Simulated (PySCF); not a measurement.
Species: CH$_{4}$O (charge +1, doublet). 
Structure (B3LYP-D3(BJ)/def2-TZVP (Ansatz) minimum search):
```xyz
6

C     -0.0733     0.6211     0.1251
O      0.0496    -0.6923    -0.1845
H     -1.1776     0.8533     0.1127
H      0.6233    -1.2067     0.4321
H      0.4613     0.9684     1.0035
H      0.1358     1.1968    -0.8226
```
Charge +1, spin multiplicity 2.

Dispersion corrections to the total energy (kcal/mol) from the dftd3 and dftd4 libraries through PySCF: D3(BJ) without and D4 with the three-body term, each with the damping fitted for the functional named.

| functional | D3(BJ) | D4 |
|---|---|---|
| HSE06 | -0.61 | ? |
| B2PLYP | -0.82 | -0.45 |
| PBE | -1.19 | ? |
| TPSSh | -1.26 | -0.80 |
| CAM-B3LYP | ? | -0.51 |
| PBE0 | -0.94 | -0.53 |
| B3LYP | -1.94 | -1.05 |

What belongs in the gaps?


- HSE06, D4: -0.48
- PBE, D4: -0.65
- CAM-B3LYP, D3(BJ): -0.75
